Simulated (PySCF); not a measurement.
Cartesian coordinates (Å):
SMILES: O=S=O
```xyz
3

O     -1.2730     0.1280     0.0000
S      0.0461    -0.4910     0.0000
O      1.2269     0.3630     0.0000
```
Charge 0, spin multiplicity 1.

Task: What LUMO, dipole moment and total energy does PBE-D3(BJ)/def2-TZVP (PySCF) give?

Result: 
```json
{
 "LUMO": "-4.46 eV",
 "dipole_moment": "1.60 D",
 "total_energy": "-548.4033 Ha"
}
```
